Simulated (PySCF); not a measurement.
C2H7N, SMILES CCN.

Coordinates come from a B3LYP-D3(BJ)/def2-TZVP optimisation. One conformer was computed; it need not be the lowest.

Computed with TDA-PBE/def2-SVPD (PySCF).

Vertical excitations. 

Computed excitation energies, oscillator strengths and character:
```json
[
 {"state": "S1", "energy (eV)": "5.52", "λ (nm)": "224", "f": "0.012", "main pairs": "HOMO→LUMO 100 %"},
 {"state": "S2", "energy (eV)": "6.32", "λ (nm)": "196", "f": "0.003", "main pairs": "HOMO→LUMO+1 98 %"},
 {"state": "S3", "energy (eV)": "6.61", "λ (nm)": "187", "f": "0.029", "main pairs": "HOMO→LUMO+2 98 %"},
 {"state": "S4", "energy (eV)": "7.23", "λ (nm)": "171", "f": "0.070", "main pairs": "HOMO→LUMO+3 99 %"},
 {"state": "S5", "energy (eV)": "7.66", "λ (nm)": "162", "f": "0.024", "main pairs": "HOMO→LUMO+4 99 %"},
 {"state": "S6", "energy (eV)": "8.15", "λ (nm)": "152", "f": "0.011", "main pairs": "HOMO→LUMO+5 98 %"},
 {"state": "S7", "energy (eV)": "8.38", "λ (nm)": "148", "f": "0.005", "main pairs": "HOMO→LUMO+6 92 %"},
 {"state": "S8", "energy (eV)": "8.41", "λ (nm)": "147", "f": "0.002", "main pairs": "HOMO−1→LUMO 92 %"},
 {"state": "S9", "energy (eV)": "8.63", "λ (nm)": "144", "f": "0.016", "main pairs": "HOMO→LUMO+7 96 %"},
 {"state": "S10", "energy (eV)": "8.94", "λ (nm)": "139", "f": "0.002", "main pairs": "HOMO−2→LUMO 98 %"},
 {"state": "T1", "energy (eV)": "5.30", "λ (nm)": "234", "f": "0", "main pairs": "HOMO→LUMO 99 %"},
 {"state": "T2", "energy (eV)": "6.15", "λ (nm)": "201", "f": "0", "main pairs": "HOMO→LUMO+1 97 %"},
 {"state": "T3", "energy (eV)": "6.43", "λ (nm)": "193", "f": "0", "main pairs": "HOMO→LUMO+2 98 %"},
 {"state": "T4", "energy (eV)": "6.99", "λ (nm)": "177", "f": "0", "main pairs": "HOMO→LUMO+3 99 %"}
]
```
Triplets are in the Tamm–Dancoff approximation.
